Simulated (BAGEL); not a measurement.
# BF2 (SMILES F[B]F) at FCI/STO-3G (density fitting with qzvpp-jkfit)

Aim: the energy change on altering one bond length of BF2 at FCI/STO-3G (density fitting with qzvpp-jkfit), from 2 runs. 

The calculation is run with BAGEL 1.2.2.

2 further runs of the same task are left out: 2 set aside as unsound or not needed. Runs told in other sessions of the task aren't counted.

**1. The structure to begin with**

BF2 has 3 atoms, charge 0, and is taken as a doublet. As SMILES, `F[B]F`. The coordinates come from a PBE0-D4/def2-TZVP relaxation.

Bond lengths: F1–B2 1.306 Å, B2–F3 1.306 Å. Angles: F1–B2–F3 121.1°.

**2. A single-point energy at FCI/STO-3G (density fitting with qzvpp-jkfit)**

fci.json

```json
{ "bagel" : [

{
  "title" : "molecule",
  "basis" : "sto-3g",
  "df_basis" : "qzvpp-jkfit",
  "angstrom" : true,
  "geometry" : [
    { "atom" : "F", "xyz" : [    0.513100,   -1.044300,    0.160000 ] },
    { "atom" : "B", "xyz" : [    0.279000,    0.240500,    0.181300 ] },
    { "atom" : "F", "xyz" : [   -0.802900,    0.738900,   -0.354600 ] }
  ]
},
{
  "title" : "hf",
  "charge" : 1
},
{
  "title" : "fci",
  "nstate" : 1,
  "ncore" : 3,
  "nspin" : 1
}

]}
```

Command:

```
$ BAGEL_NUM_THREADS=1 BAGEL fci.json > fci.out
```

The program printed:

```text
* using 1 threads per process

  ===============================================================
  ===============================================================

  *** Geometry ***

  { "atom" : "F", "xyz" : [      0.969618,     -1.973441,      0.302356 ] },
  { "atom" : "B", "xyz" : [      0.527234,      0.454479,      0.342607 ] },
  { "atom" : "F", "xyz" : [     -1.517261,      1.396319,     -0.670097 ] },

  Number of auxiliary basis functions:      229

  Since a DF basis is specified, we compute 2- and 3-index integrals:
    o Being stored without compression. Storage requirement is 0.000 GB

  Number of basis functions:       15
  Number of electrons      :       23

    * METHOD: MOLECULE                             0.05

  *** RHF ***

  === Nuclear Repulsion ===
    55.3022842978

      * DIIS with orbital gradients will be used.

  === RHF iteration (sto-3g) ===
      0       -220.09521420          0.04296513           0.00
      1       -220.19122559          0.02233404           0.00
      2       -220.21372292          0.00207562           0.00
[... 7 lines of this table left out ...]
     10       -220.21409627          0.00000001           0.00
    * SCF iteration converged.

    * Permanent dipole moment:
           (   -0.839905,    -0.779049,    -0.552008) a.u.

    * METHOD: HF                                   0.06

  ---------------------------
        FCI calculation
  ---------------------------

  Performs exactly the same way as Knowles & Handy 1984 CPL

  o alpha-beta strings
      length:           715
  o size of the space
      determinant space:  108900
      spin-adapted space: 56628

  o single displacement lists (alpha)
      length:          7920
  o single displacement lists (beta)
      length:         19800

     guess   0:   closed 11111111....         open ........1...

  === FCI iteration ===

      0  0      -220.46071930     1.43e-03      0.22
      1  0      -220.54205615     7.67e-04      0.22
      2  0      -220.56447967     3.81e-04      0.22
[... 16 lines of this table left out ...]
     19  0      -220.56946785     3.98e-10      0.22
    ** throwing out 1 trial vectors **
     20  0      -220.56946785     1.89e-10      0.22
    ** throwing out 1 trial vectors **
     21  0 *    -220.56946785     8.38e-11      0.21

     * ci vector, state   0, <S^2> = 0.7500
       22222222a...     0.9635247228
       22222a222...     0.0794446658
       2222b222aa..     0.0593208243
       2222.222a2..     0.0519024982
       222222.2a2..     0.0512070531

    * METHOD: FCI                                  4.92

  ===============================================================
```

Wall time 5.4 s (1 thread of Arm Neoverse N1, shared host); peak memory 0.21 GiB.

**3. The distorted shape at the same level**

input.json

```json
{ "bagel": [

{
  "title": "molecule",
  "basis": "sto-3g",
  "df_basis": "qzvpp-jkfit",
  "angstrom": true,
  "geometry": [
    { "atom": "F", "xyz": [    0.583336,   -1.429774,    0.153609 ] },
    { "atom": "B", "xyz": [    0.279000,    0.240500,    0.181300 ] },
    { "atom": "F", "xyz": [   -0.802900,    0.738900,   -0.354600 ] }
  ]
},
{
  "title": "hf",
  "charge": 1
},
{
  "title": "fci",
  "nstate": 1,
  "ncore": 3,
  "nspin": 1
}

]}
```

Command:

```
$ BAGEL_NUM_THREADS=1 BAGEL input.json > input.out
```

The program printed:

```text
* using 1 threads per process

  ===============================================================
  ===============================================================

  *** Geometry ***

  { "atom" : "F", "xyz" : [      1.102345,     -2.701881,      0.290279 ] },
  { "atom" : "B", "xyz" : [      0.527234,      0.454479,      0.342607 ] },
  { "atom" : "F", "xyz" : [     -1.517261,      1.396319,     -0.670097 ] },

  Number of auxiliary basis functions:      229

  Since a DF basis is specified, we compute 2- and 3-index integrals:
    o Being stored without compression. Storage requirement is 0.000 GB

  Number of basis functions:       15
  Number of electrons      :       23

    * METHOD: MOLECULE                             0.05

  *** RHF ***

  === Nuclear Repulsion ===
    48.5930302456

      * DIIS with orbital gradients will be used.

[... 6 lines left out ...]
    * SCF iteration converged.
[... 1 line left out ...]
    * Permanent dipole moment:
[... 47 lines left out ...]
     * ci vector, state   0, <S^2> = 0.7500
       22222222a...     0.9345758734
       2222222ba.a.    -0.0865491947
       2222222ab.a.    -0.0763175082
       222222b2aa..     0.0751992390
       2222222.a.2.     0.0710770924
       2222222a2...    -0.0689420850
       2222b222aa..    -0.0609409032
       2222.222a2..     0.0572270403
       222222ba2a..    -0.0563939785
       222222a2ab..    -0.0543224664
       2222222.2.a.    -0.0543026808
       222222baaab.     0.0504412249

    * METHOD: FCI                                  6.26

  ===============================================================
```

Wall time 6.6 s (1 thread of Arm Neoverse N1, shared host); peak memory 0.21 GiB.

**4. Summary of results**

At FCI/STO-3G (density fitting with qzvpp-jkfit), 3 core orbitals frozen:

| quantity | value |
| --- | --- |
| first shape: total energy | -220.56947 Eh |
| distorted shape: total energy | -220.50349 Eh |
| energy change with the F1–B2 bond stretched from 1.306 to 1.698 Å | 1.795 eV |

In words: With the F1–B2 bond stretched from 1.306 to 1.698 Å the energy rises by 1.80 eV (173 kJ/mol). The first shape isn't relaxed at this level, so the change isn't measured from a minimum. The minimal basis adds a large error of its own.
